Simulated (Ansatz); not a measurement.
The input, for Ansatz 0.2.0:

```yaml
crystal:
  periodic: [false, false, false]
  atoms:
    - {symbol: Ge, position_ang: [0.000000, 0.009571, 1.694145]}
    - {symbol: O, position_ang: [0.000000, -0.441603, -0.007946]}
    - {symbol: Ge, position_ang: [0.000000, 0.066305, -1.720390]}
    - {symbol: H, position_ang: [0.000000, 1.541486, 2.017516]}
basis:
  gaussian: {orbitals: cc-pVDZ}
magnetization: {spin_polarized: true, initial_magnetization: 1}
hamiltonian: {xc: {name: B2PLYP}}
correlation: {electrons: outside_noble_gas}
```

```sh
$ ansatz run in.yaml --threads 1 --pin off --events-out ev --progress --plain --max-ram 2393MiB
```

The program prints:

```
827 factors; integrals over basis functions are off by at most 1.1e-3 eV
mean field evaluation 1: about -115062.5542 eV, gradient 3.4e1 eV
mean field evaluation 2: about -115062.5593 eV, gradient 3.4e1 eV
mean field evaluation 4: about -115069.0077 eV, gradient 3.9e0 eV
mean field evaluation 8: about -115069.5674 eV, gradient 4.8e-1 eV
mean field evaluation 16: about -115069.5802 eV, gradient 2.6e-3 eV
mean field evaluation 32: about -115069.5800 eV, gradient 1.1e-1 eV
mean field evaluation 64: about -115063.8004 eV, gradient 3.1e1 eV
mean field evaluation 96: about -115069.5782 eV, gradient 2.4e-1 eV
mean field -115069.58017186 eV, -4228.7290743530 hartree, gradient 9.5e-6 eV, S^2 0.755064; 7 other end points of the search recorded, 0 dependent functions left out
29 core orbitals not correlated: weight in the atoms' cores, before any rotation towards them, 0.991 or more for the frozen orbitals, at most 0.019 for the correlated occupied ones
reference -115069.58030997 eV, -4228.7290794285 hartree; 8, 7 occupied and 36, 37 virtual orbitals, 827 factors
second order -11.26533063 eV of doubles, -0.00000000 eV of singles
Total energy: -115072.62194924 eV, -4228.8408576100 hartree
```

Ran on 1 thread of Arm Neoverse V1, shared host: 33 s wall, 0.34 GiB peak host memory.
